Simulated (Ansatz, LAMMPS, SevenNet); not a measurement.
## Ladder of methods for the elastic constant C33 of wurtzite GaN

Reference value: 398 GPa (measured, temperature not stated, no zero-point or thermal correction; as tabulated in Oses et al. (2018), arXiv:1811.08464).

| level (code) | value (GPa) | cell (Å³/atom) |
|---|---|---|
| ionic model zapol1997 (shell model, LAMMPS) | 392 | 11.63 |
| SevenNet-l3i5 | 343 | 11.73 |
| LDA (Ansatz) | (withheld) | 11.05 |
| PBE (Ansatz) | 357 | 11.76 |
| PBE-D3(BJ) (Ansatz) | (withheld) | 11.52 |
| r²SCAN (Ansatz) | 401 | 11.37 |
| HSE06 (Ansatz) | 401 | 11.37 |

### Question
Some entries are withheld; supply them.

### Answer

- LDA (Ansatz, a program for electronic structure), value (GPa): 410
- PBE-D3(BJ) (Ansatz), value (GPa): 370

Differences against the reference: ionic model zapol1997 -1.5 %, SevenNet-l3i5 -13.8 %, LDA +3.0 %, PBE -10.3 %, PBE-D3(BJ) -7.0 %, r²SCAN +0.8 %, HSE06 +0.8 %.

The reference's temperature isn't stated, so close values are not ranked against it.

The measured value isn't corrected to a static lattice, so vibrations enter the comparison. A static lattice is as a rule stiffer than a warm one, by over a tenth in soft solids.  PBE-D3(BJ): the dispersion coefficients are held fixed in the derivatives. Each level is taken at its own relaxed cell. Cutoffs and k meshes differ between the levels. Ansatz's density-functional and Hartree–Fock values are scalar-relativistic unless marked +SOC, with PAW data made under PBE.

Empirical potentials (ionic model zapol1997) are fitted to chosen data: where that held the value shown, agreement is built in, and what lay outside the fit can be far off. Machine-learned potentials (SevenNet-l3i5) are trained on DFT data: a solid inside that data is no test of them.

Differences are worked out from the printed values.
